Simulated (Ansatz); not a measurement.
**AlClH₄N+: single points off equilibrium**

A test off equilibrium: a structure displaced at random from a GFN2-xTB minimum is computed at several levels, and each is set against CCSD(T).

Computed with Ansatz 0.2.0, Gaussian basis. Level: single points in def2-TZVPP.

Correlated methods freeze the cores.

### Step 1. The system as given

SMILES `[NH3+][AlH][Cl]`, 7 atoms, charge 1, spin multiplicity 1.

Atoms are counted from 1 here; the program's logs count them from 0.

Bond lengths: N1–Al2 2.081 Å, N1–H4 0.875 Å, N1–H5 1.117 Å, N1–H6 1.191 Å, Al2–Cl3 2.063 Å, Al2–H7 1.431 Å. Angles: Al2–N1–H4 113.7°, Al2–N1–H5 115.7°, Al2–N1–H6 109.3°, H4–N1–H5 105.8°, H4–N1–H6 102.8°, H5–N1–H6 108.8°, N1–Al2–Cl3 116.5°, N1–Al2–H7 98.1°, Cl3–Al2–H7 144.1°.

Geometry (Å):

| atom | x (Å) | y (Å) | z (Å) |
| --- | --- | --- | --- |
| N1 | -0.6993 | 0.3298 | -0.3298 |
| Al2 | 1.0809 | -0.4754 | 0.3857 |
| Cl3 | 0.9150 | -2.1116 | 1.6311 |
| H4 | -1.2312 | -0.2615 | -0.6951 |
| H5 | -0.5921 | 1.1483 | -1.0819 |
| H6 | -1.3445 | 0.7337 | 0.5863 |
| H7 | 1.9849 | 0.2696 | -0.4364 |

### Step 2. CCSD(T)/def2-TZVPP

run/in.yaml

```yaml
crystal:
  periodic: [false, false, false]
  atoms:
    - {symbol: N, position_ang: [-0.699300, 0.329800, -0.329800]}
    - {symbol: Al, position_ang: [1.080900, -0.475400, 0.385700]}
    - {symbol: Cl, position_ang: [0.915000, -2.111600, 1.631100]}
    - {symbol: H, position_ang: [-1.231200, -0.261500, -0.695100]}
    - {symbol: H, position_ang: [-0.592100, 1.148300, -1.081900]}
    - {symbol: H, position_ang: [-1.344500, 0.733700, 0.586300]}
    - {symbol: H, position_ang: [1.984900, 0.269600, -0.436400]}
basis:
  gaussian: {orbitals: def2-TZVPP}
total_charge: 1
correlation: {method: ccsd_t}
output: {forces: true}
```

No record of the launch command was kept for these runs.

### Step 3. PBE0-D4/def2-TZVPP

Edit run/in.yaml of step 2 so:

```diff
@@ -13,3 +13,3 @@
 total_charge: 1
-correlation: {method: ccsd_t}
-output: {forces: true}
+hamiltonian: {xc: pbe0, dispersion: d4}
+output: {forces: true, orbitals: {seedname: orbitals}}
```

### Step 4. wB97M-V/def2-TZVPP

Edit run/in.yaml of step 3 so:

```diff
@@ -13,3 +13,3 @@
 total_charge: 1
-hamiltonian: {xc: pbe0, dispersion: d4}
-output: {forces: true, orbitals: {seedname: orbitals}}
+hamiltonian: {xc: {name: wB97M-V}}
+output: {forces: true}
```

### Step 5. r2SCAN-D4/def2-TZVPP

Edit run/in.yaml of step 4 so:

```diff
@@ -13,3 +13,3 @@
 total_charge: 1
-hamiltonian: {xc: {name: wB97M-V}}
+hamiltonian: {xc: r2scan, dispersion: d4}
 output: {forces: true}
```

### Step 6. PBE-D4/def2-TZVPP

Edit run/in.yaml of step 5 so:

```diff
@@ -13,3 +13,3 @@
 total_charge: 1
-hamiltonian: {xc: r2scan, dispersion: d4}
+hamiltonian: {xc: pbe, dispersion: d4}
 output: {forces: true}
```

### Step 7. r2SCANh-D4/def2-TZVPP

Edit run/in.yaml of step 6 so:

```diff
@@ -13,3 +13,3 @@
 total_charge: 1
-hamiltonian: {xc: pbe, dispersion: d4}
+hamiltonian: {xc: {name: r2SCANh}, dispersion: d4}
 output: {forces: true}
```

### Step 8. CAM-B3LYP-D4/def2-TZVPP

Edit run/in.yaml of step 7 so:

```diff
@@ -13,3 +13,3 @@
 total_charge: 1
-hamiltonian: {xc: {name: r2SCANh}, dispersion: d4}
+hamiltonian: {xc: {name: CAM-B3LYP}, dispersion: d4}
 output: {forces: true}
```

(Steps that only read results are left out.)

Q: Predict the outcome of this session. Wanted: energy less free atoms, CCSD(T)/def2-TZVPP; RMS force component; RMS force error; HOMO and LUMO, PBE0-D4; T1 diagnostic.

**Answer**, as computed:

```
                                  quantity                                                                                                   value
energy less free atoms, CCSD(T)/def2-TZVPP                                                                                          -1277.0 kJ/mol
                       RMS force component                                                                    3.656 to 3.695 eV/Å over the methods
                           RMS force error  PBE0-D4 0.065, wB97M-V 0.064, r2SCAN-D4 0.041, PBE-D4 0.130, r2SCANh-D4 0.069, CAM-B3LYP-D4 0.071 eV/Å
                    HOMO and LUMO, PBE0-D4                                                                                     -14.22 and -6.54 eV
                             T1 diagnostic                                                                                                   0.009
```

What this shows: Against CCSD(T) the functionals' energies less atoms differ by -70.5 to -28.5 kJ/mol, PBE-D4 by -62.6 kJ/mol. The reference is not at the basis limit: in triple zeta CCSD(T) underbinds, which counts against methods that bind more; the gaps are no ranking. On forces the order runs from r2SCAN-D4 to PBE-D4. Frozen-core CCSD(T) forces in triple zeta carry basis errors of their own, and this is one geometry, so small gaps rank nothing.
